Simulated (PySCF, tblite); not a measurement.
**C₄H₇FO: geometry, infrared bands, NMR shifts and spin-spin couplings**

What infrared bands, NMR shifts and spin-spin couplings should C₄H₇FO (`OCC/C=C\F`) show?

The runs use tblite 0.8.0 and PySCF 2.14.0, with density-fitted response routines of our own; the level of theory stands in each step. All values are computed, except where a source is named. Atoms are numbered from 0 throughout.

### Step 1. Starting geometry

13 atoms, charge 0, multiplicity 1; geometry from: force field or distance geometry start.

Bonds of the start (Å): O0–C1 1.41, C1–C2 1.51, C2–C3 1.48, C3–C4 1.32, C4–F5 1.38, O0–H6 0.98, C1–H7 1.13, C1–H8 1.09, C2–H9 1.12, C2–H10 1.10, C3–H11 1.10, C4–H12 1.11.

### Step 2. Relaxing the molecule with GFN2-xTB

Job settings and geometry (Å):

```
{"job": {"kind": "relax", "xc": "GFN2-xTB", "basis": "xTB"}, "charge": 0, "multiplicity": 1}
O      2.392900    -0.629700    -0.549600
C      1.034600    -0.869700    -0.281300
C      0.362900     0.373100     0.264000
C     -1.050800    -0.003600     0.504300
C     -1.993700     0.653700    -0.150900
F     -1.652000     1.650700    -1.039700
H      2.546900     0.313200    -0.764100
H      0.935400    -1.666500     0.507900
H      0.538300    -1.238400    -1.183500
H      0.782900     0.553700     1.288800
H      0.456700     1.248500    -0.402300
H     -1.291100    -0.803400     1.213200
H     -3.067300     0.418900    -0.008300
```

On the command line:

```bash
$ OMP_NUM_THREADS=1 python probes_run.py task.json out
```

The driver reads the jobs from task.json and runs them one after another.

**Question.** This job is followed by: GFN2-xTB harmonic vibrations, gas phase; GIAO PBE0/pcSseg-1 NMR shielding, non-relativistic, gas phase; B3LYP/pcJ-1 indirect spin-spin coupling, non-relativistic, gas phase. Predict these results of the whole session: strongest single infrared mode (GFN2-xTB); zero-point energy (GFN2-xTB); 13C shifts against TMS (PBE0/pcSseg-1); 1H shifts against TMS (PBE0/pcSseg-1, means over atoms taken as alike); 17O shifts against H2O (PBE0/pcSseg-1); 19F shifts against CFCl3 (PBE0/pcSseg-1); largest coupling of the table (B3LYP/pcJ-1).

**Answer**, as computed:

| quantity | value |
| --- | --- |
| strongest single infrared mode (GFN2-xTB) | 1077 cm⁻¹, 111 km/mol |
| zero-point energy (GFN2-xTB) | 64.7 kcal/mol |
| 13C shifts against TMS (PBE0/pcSseg-1) | 159.1, 113.8, 68.8, 33.1 ppm |
| 1H shifts against TMS (PBE0/pcSseg-1, means over atoms taken as alike) | 6.87, 4.89, 3.80, 2.47, 0.24 ppm |
| 17O shifts against H2O (PBE0/pcSseg-1) | 46.3 ppm |
| 19F shifts against CFCl3 (PBE0/pcSseg-1) | -127.2 ppm |
| largest coupling of the table (B3LYP/pcJ-1) | 1J(C,F) C4–F5, -325.9 Hz |

Relaxing lowered the energy by 0.339 eV in 46 steps; the close pair that moved most is C1–H7, from 1.126 to 1.093 Å. No mode is imaginary among the 33: a minimum at this level. The strongest single mode, at 1077 cm⁻¹, is spread over many atoms; the largest shares are those of C1, H7, C2. GFN2-xTB is a fitted tight-binding method: band positions and strengths are rough. Its intensities can rank the bands wrongly. At PBE0/pcSseg-1: Shielding is most anisotropic at F5 (span 226 ppm, paramagnetic term -177 ppm). In the run at B3LYP/pcJ-1, the largest coupling of the table is C4–F5, -325.9 Hz, of which the Fermi-contact term gives -317.7 Hz. Couplings across rotatable bonds belong to this one conformer; where others are populated, the observed values are averages, and the simulated multiplets take (2 J gauche + J anti)/3 across rotating chain bonds.
